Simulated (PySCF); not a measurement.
Work out the structure from these simulated measurements.

Formula: C6H4N2S.

| Quantity | Value |
| --- | --- |
| UV, strongest line | among the 10 lowest singlet transitions: S5 at 6.38 eV (194 nm, f = 0.367) [TDDFT CAM-B3LYP/def2-SVPD] |
| Polarisability | 100.3 au [CAM-B3LYP/def2-SVPD] |
| 13C NMR | chemical shifts (computed TMS as zero) by class: 158.4 (2 C), 134.6 (2 C), 128.0 (2 C) ppm [GIAO PBE0/pcSseg-1] |
| NMR, other nuclei | isotropic shieldings of nuclei other than C and H, by class: -125 (2 N), -65 (1 S) ppm [GIAO PBE0/pcSseg-1] |
| Rotational structure | rotational constants A, B, C: 3.768, 1.248, 0.937 GHz [PBE0-D3(BJ)/def2-SVP] |
| Triplet | lowest triplet excitation (Tamm–Dancoff): 2.65 eV [TDA CAM-B3LYP/def2-SVPD] |
| 1H NMR | chemical shifts (computed TMS as zero) by class: 8.29 (2 H), 7.74 (2 H) ppm [GIAO PBE0/pcSseg-1] |

Electronic properties: PySCF, gas phase, density fitting. Levels stand in brackets. Isolated species at its PBE0-D3(BJ)/def2-SVP geometry, gas phase. NMR classes are plain means over equivalent atoms (diastereotopic ones count apart unless rotation or inversion swaps them), as if these changed places fast.

Q: Propose a structure and show how it fits.

A: Numbering: `[cH:1]1[cH:2][cH:3][c:4]2[n:5][s:6][n:7][c:8]2[cH:9]1`. Its formula, C6H4N2S, gives 6 degrees of unsaturation: 2 rings and 4 π bonds in the structure found (Kekulé form). 6 carbons fall into 3 classes; from least to most shielded: ring-fusion aromatic carbon [C4/C8] (158.4 ppm, 2 C), aromatic CH carbon [C1/C2] (134.6 ppm, 2 C), aromatic CH carbon [C3/C9] (128.0 ppm, 2 C). Hydrogen classes from least to most shielded: 2 H on 2 aromatic CH carbons, C3/C9 (8.29 ppm), 2 H on 2 aromatic CH carbons, C1/C2 (7.74 ppm). The other shieldings belong to: -125 ppm, pyridine-type nitrogen [N5/N7]; -65 ppm, ring sulfur [S6]. The optimised geometry has point group C2v and is an asymmetric top. Structure: BTD, `c1ccc2nsnc2c1`. The assignments are read from this structure; whether some other isomer fits the data as well wasn't checked.
